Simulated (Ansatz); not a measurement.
**C5H10O2: a ladder of functionals and wavefunction methods**

The task here is to estimate one member of a computed series from the others.

The runs use Ansatz 0.2.0, Gaussian basis; functionals in def2-TZVPP, the program's frozen cores in correlated methods.

Levels to be run: PBE-D4, r2SCAN-D4, PBE0-D4, B3LYP-D4, ωB97X-V, ωB97M-V, B2PLYP; CCSD(T)/def2-TZVPP; MP2/def2-QZVPP; extrapolation to the limit.

## The relaxed structure

The geometry comes from an earlier relaxation with PBE0-D4 in a triple-zeta def2 set; it is a stationary point, not always the lowest conformer.

SMILES `CCCC(=O)OC`, 17 atoms, charge 0, spin multiplicity 1.

Atoms are counted from 1 here; the program's logs count them from 0.

Bond lengths: C1–C2 1.518 Å, C1–H8 1.094 Å, C1–H9 1.094 Å, C1–H10 1.092 Å, C2–C3 1.516 Å, C2–H11 1.093 Å, C2–H12 1.093 Å, C3–C4 1.502 Å, C3–H13 1.096 Å, C3–H14 1.096 Å, C4–O5 1.201 Å, C4–O6 1.341 Å, O6–C7 1.423 Å, C7–H15 1.088 Å, C7–H16 1.091 Å, C7–H17 1.091 Å. Angles: C2–C1–H8 111.3°, C2–C1–H9 111.3°, C2–C1–H10 111.2°, H8–C1–H9 107.5°, H8–C1–H10 107.6°, H9–C1–H10 107.6°, C1–C2–C3 112.1°, C1–C2–H11 110.3°, C1–C2–H12 110.3°, C3–C2–H11 109.1°, C3–C2–H12 109.1°, H11–C2–H12 105.7°, C2–C3–C4 113.4°, C2–C3–H13 111.3°, C2–C3–H14 111.2°, C4–C3–H13 107.6°, C4–C3–H14 107.6°, H13–C3–H14 105.2° and more.

As a file:

```xyz
17
charge 0, multiplicity 1
C    -1.2054   -0.6191    2.5348
C    -0.3398    0.1809    1.5778
C    -0.3449   -0.4031    0.1791
C     0.5044    0.3666   -0.7924
O     1.1476    1.3489   -0.5375
O     0.4602   -0.1866   -2.0135
C     1.2365    0.4727   -3.0074
H    -2.2465   -0.6476    2.2006
H    -0.8582   -1.6531    2.6158
H    -1.1914   -0.1859    3.5370
H    -0.6822    1.2183    1.5339
H     0.6895    0.2245    1.9437
H    -1.3605   -0.4466   -0.2297
H     0.0097   -1.4398    0.1803
H     1.0908   -0.0944   -3.9242
H     0.9004    1.5023   -3.1389
H     2.2914    0.4823   -2.7290
```

The first run:

File in.yaml:

```yaml
crystal:
  periodic: [false, false, false]
  atoms:
    - {symbol: C, position_ang: [-1.205381, -0.619070, 2.534769]}
    - {symbol: C, position_ang: [-0.339754, 0.180912, 1.577780]}
    - {symbol: C, position_ang: [-0.344922, -0.403087, 0.179074]}
    - {symbol: C, position_ang: [0.504366, 0.366604, -0.792353]}
    - {symbol: O, position_ang: [1.147627, 1.348854, -0.537478]}
    - {symbol: O, position_ang: [0.460162, -0.186604, -2.013458]}
    - {symbol: C, position_ang: [1.236502, 0.472722, -3.007398]}
    - {symbol: H, position_ang: [-2.246518, -0.647593, 2.200646]}
    - {symbol: H, position_ang: [-0.858153, -1.653127, 2.615839]}
    - {symbol: H, position_ang: [-1.191375, -0.185919, 3.536968]}
    - {symbol: H, position_ang: [-0.682151, 1.218309, 1.533929]}
    - {symbol: H, position_ang: [0.689547, 0.224513, 1.943720]}
    - {symbol: H, position_ang: [-1.360487, -0.446612, -0.229696]}
    - {symbol: H, position_ang: [0.009727, -1.439781, 0.180337]}
    - {symbol: H, position_ang: [1.090815, -0.094389, -3.924203]}
    - {symbol: H, position_ang: [0.900420, 1.502327, -3.138867]}
    - {symbol: H, position_ang: [2.291375, 0.482339, -2.729010]}
basis:
  gaussian: {orbitals: def2-TZVPP}
hamiltonian: {xc: pbe, dispersion: d4}
output: {forces: true, orbitals: {seedname: orbitals}}
```

The run is started by

```console
> ansatz run in.yaml --threads 2 --pin off --events-out ev --progress --plain --max-ram 31744MiB --backend cuda --devices 0, --max-vram 18GiB
```

Among the steps run: PBE-D4 (GGA); r2SCAN-D4 (meta-GGA); PBE0-D4 (hybrid); B3LYP-D4 (hybrid); ωB97X-V (range-separated); ωB97M-V (range-separated); B2PLYP (double hybrid); CCSD(T) in def2-TZVPP; MP2 in def2-QZVPP.

One of the session's tables, all rows but one given; the rest of the session is left out.

| method | atomisation energy (kcal/mol) |
| --- | --- |
| PBE-D4 | 1720.5 |
| r2SCAN-D4 | 1683.2 |
| PBE0-D4 | 1687.4 |
| B3LYP-D4 | 1676.4 |
| ωB97X-V | 1679.6 |
| ωB97M-V | 1681.5 |
| B2PLYP | 1661.4 |
| HF/def2-TZVPP | 1226.4 |
| MP2/def2-TZVPP | ? |
| CCSD/def2-TZVPP | 1611.7 |
| CCSD(T)/def2-TZVPP | 1636.7 |
| MP2/CBS | 1704.8 |
| CCSD(T)/CBS | 1675.3 |

Q: Estimate the row for MP2/def2-TZVPP from the others.

The run gave: atomisation energy (kcal/mol): 1666.2. In the column «atomisation energy (kcal/mol)» it lies between B2PLYP (1661.4) and CCSD(T)/CBS (1675.3).

To keep in mind: Free atoms (5 C, 2 O, 10 H) were run apart at each level; the atomisation energy is their sum less the molecule, without zero-point or spin-orbit terms.
